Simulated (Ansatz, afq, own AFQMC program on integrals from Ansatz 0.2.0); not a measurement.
AFQMC on a folder of integrals that Ansatz 0.2.0 wrote.

```yaml
crystal:
  periodic: [false, false, false]
  atoms:
    - {symbol: In, position_ang: [0.000000, -0.018551, 0.003721]}
    - {symbol: H, position_ang: [0.000000, 2.333288, -0.065267]}
    - {symbol: H, position_ang: [0.000000, -0.171993, -2.030500]}
    - {symbol: H, position_ang: [0.000000, -0.048097, 1.671843]}
basis:
  gaussian: {orbitals: def2-SVP}
total_charge: 1
magnetization: {spin_polarized: true, initial_magnetization: 1}
correlation: {method: ccsd_t, electrons: outside_noble_gas, hamiltonian_folder: ham}
```

```sh
$ ansatz run in.yaml --threads 1 --pin off --events-out ev --progress --plain --max-ram 24576MiB --backend cuda --devices 0, --max-vram 18GiB
```

Options of the walk:

```
--method phaseless --trial cisd --walkers 4000 --populations 20 --least-time 60 --time-step 0.005 --steps-per-block 50 --equilibration-blocks 28 --max-blocks 4000 --target-error 0.00014 --factor-cut 1e-05 --start spin_pure --seed 3896 --release-times 0.24,0.51,0.99,1.62,2.4 --release-step 0.03 --release-every 3 --taylor-order 6
```

Times are imaginary, in 1/Eh. The walk had a cap of 122 s. With eight or more populations the least sampling time is a fifth of least-time, and the error comes from their spread. Filled inner d shells are frozen with the cores. Core potentials past Kr, no spin–orbit coupling.

```
orbitals 32  electrons 3 2  factors 249 of 492
reference energy -190.56420309 Eh
CCSD correlation -0.06903604 Eh in 13 cycles, weight of the determinant in the CISD state 0.9302
energy of the start -190.633142 Eh
 block  time / (1/Eh)  mean weight  energy / Eh
     1     0.250  0.9999  -190.632971
     2     0.500  1.0000  -190.633038
     3     0.750  0.9998  -190.633200
     4     1.000  0.9999  -190.633342
     5     1.250  1.0000  -190.633480
    10     2.500  1.0000  -190.634122
    15     3.750  0.9999  -190.634476
    20     5.000  1.0001  -190.634392
    25     6.250  0.9999  -190.634467
    30     7.500  1.0002  -190.634582
    35     8.750  1.0002  -190.634536
    40    10.000  0.9999  -190.634572
    45    11.250  1.0001  -190.634756
    50    12.500  1.0000  -190.634774
    55    13.750  1.0000  -190.634628
    57    14.250  1.0001  -190.634900
    60    15.000  1.0003  -190.634739
    65    16.250  1.0002  -190.634601
    70    17.500  1.0000  -190.634620
    75    18.750  0.9999  -190.634623
    78    19.500  1.0000  -190.634565
error from the spread of 20 populations
released: time / (1/Eh)  energy / Eh  error  mean overlap
  0.24  -190.634647  0.000035  0.9987
  0.51  -190.634671  0.000031  0.9986
  0.99  -190.634741  0.000025  0.9958
  1.62  -190.634723  0.000024  0.9924
  2.40  -190.634741  0.000022  0.9926
energy -190.634650 +/- 0.000034 Eh
(rows thinned)
```

**Question.** Estimate how long the walk took on 1 × NVIDIA H100 80GB HBM3 with 2 threads of AMD EPYC 7R13 Processor (Zen 3) (shared host) (the card was shared).

**Answer.** 52 s of wall time.

The run passed its tests (sampling time, drift between the halves within three errors, error under three times the target), which doesn't prove that it has relaxed.

Against this walk (error 0.9 meV) on the same determinant: CCSD(T) 10.5 meV higher, CCSDT(Q) 3.1 meV lower, CCSDTQ 3.6 meV lower, full CI 3.6 meV lower. The error is statistical and leaves out the bias of the constraint. Released to 2.40 1/Eh the energy lies 2.5 ± 1.1 meV (both errors) below the phaseless value, which shows part or all of the bias of the constraint, and full CI lies 1.1 meV below the released value.

Cautions: constraint bias not in the error; no spin-orbit coupling; inner d shell frozen.

CCSDT and higher add their correlation energy to the determinant of the CCSD(T) run, since their own runs factorise the integrals more tightly (a shift of under 2 meV). A walk keeps the symmetry of its determinant, which the program's search chose and which needn't be the lowest solution, so a lower state of the same spin and another symmetry isn't excluded.
